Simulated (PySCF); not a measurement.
Input of a run (PBE0-D3(BJ)/def2-SVP geometry optimisation, gas phase (PySCF 2.14.0)), started from MMFF94s:
```
{"job": {"xc": "PBE0", "basis": "def2-SVP", "d3": "d3bj", "grid": 1, "kind": "geom"}, "charge": 0, "multiplicity": 1}
C     -0.403470    -0.026401    -0.003644
N      0.768952    -0.555267    -0.042994
H     -1.305352    -0.656190    -0.058858
H     -0.547634     1.062465     0.085625
H      1.487505     0.175394     0.019872
```

Output (energies in Eh, forces in Eh/bohr):
```
step   0  E = -94.44125250  max force = 0.034348
step   1  E = -94.44046763  max force = 0.019930
step   2  E = -94.44141499  max force = 0.009955
step   3  E = -94.44225171  max force = 0.002605
step   4  E = -94.44227755  max force = 0.000927
step   5  E = -94.44229657  max force = 0.000666
step   6  E = -94.44229893  max force = 0.000149
optimisation converged
```

**Question.** Summarise the run.

**Answer.** The energy falls by 0.028 eV over 7 energy and gradient evaluations, the largest force component goes from 0.0343 to 1.5e-04 Eh/bohr, and the atoms move by 0.022 Å rms after alignment. The bond that changes most is C1=N2 (imine carbon to imine nitrogen), which shortens by 0.023 Å. Bonds longer at the end by more than 0.005 Å: 0 of 4; shorter: 1. Among the angles that change most is N2–C1–H4, from 121.9° to 125.3°. The energy rose by more than 1e-6 Eh at step 1.

**Question.** What are the final bond lengths?

**Answer.** C1=N2 1.264 Å, C1–H3 1.103 Å, C1–H4 1.107 Å, N2–H5 1.026 Å. Numbering counts from 1 in the input's order; the species is `C=N` (CH3N).

The run used 43 basis functions and 43 SCF cycles in all. The run took 4.6 s of wall time on one thread, Arm Neoverse N1, no GPU, shared host.

Stationary, but not proved a minimum.
